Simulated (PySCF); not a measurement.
# A search over the determinants of MgP

Unrestricted PBE0; PySCF, no relativity, basis sets Mg aug-cc-pVDZ, P aug-cc-pV(D+d)Z. Outer shells of the fragments: Mg 3s2; P 3s2 3p3.

Followed along the bond (rough minima from three points):

```
2Ms+1   unpaired  ⟨S²⟩ at the start  R at minimum (Å)  Te (eV)
    4  σ ↑, π ↑↑               3.76              2.56     0.00
    2  σ ↓, π ↑↑               1.76              2.52     0.15
    2  σ ↑, π ↑↓               1.76              2.53     0.41
    2        π ↑               0.97              2.34     0.43
    4  σ ↑↑, π ↑               3.76              2.43     1.52
```

Solutions found at the starting distance of 2.420 Å, counted from the lowest of them; the search is not exhaustive and high or unbound solutions are not listed, so other states can lie among these:

| 2Ms+1 | unpaired | term | E (eV) | ⟨S²⟩ | ⟨Lz²⟩ | μ (D) |
| --- | --- | --- | --- | --- | --- | --- |
| 4 | σ ↑, π ↑↑ | ⁴Σ⁻ | 0.00 | 3.76 | 0.00 | -1.72 |
| 2 | σ ↓, π ↑↑ | mixed | 0.13 | 1.76 | 0.00 | -1.89 |
| 2 | σ ↑, π ↑↓ | mixed | 0.40 | 1.76 | 2.02 | -1.82 |
| 2 | π ↑ | ²Π | 0.41 | 0.97 | 1.01 | -5.47 |
| 4 | σ ↑↑, π ↑ | ⁴Π | 1.48 | 3.76 | 1.02 | -2.85 |
| 2 | σ ↑ | mixed | 1.51 | 0.75 | 2.00 | -1.79 |
| 4 | π ↑↑↑ | ⁴Π | 2.52 | 3.76 | 1.00 | -1.60 |
| 2 | π ↑ | ²Π | 3.75 | 0.76 | 1.01 | 4.74 |
| 4 | π ↑↑, δ ↑ | ⁴Δ | 5.60 | 3.77 | 4.00 | -2.71 |

A term symbol is given only where ⟨S²⟩ and ⟨Lz²⟩ are close to those of a pure state; real π, δ and φ orbitals otherwise mix terms. A positive dipole means Mg(−)P(+).
